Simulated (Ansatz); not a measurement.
System: Ga2O3 (C2/m, No. 12). Method: PBE in Ansatz (PAW).

Settings: plane-wave cutoff 520 eV, 12×12×6 k mesh (along the axes of the cell as run), perturbation theory, scalar-relativistic PAW data made under PBE.

Computed at the level's own relaxed cell.

**Question.** What does this level give for the high-frequency dielectric constant (mean over three axes) and static dielectric constant (mean over three axes)?

**Answer.** 
* **high-frequency dielectric constant (mean over three axes)**: 4.22
* **static dielectric constant (mean over three axes)**: 12.3

Note: the relaxation could not lower the start's symmetry, so the cell can be a saddle point above a distorted one; the volume lies 5 % above that of the published cell.

It cost about 2.2 core-hours (a rough figure) of CPU time.

Ansatz is a program for electronic structure.
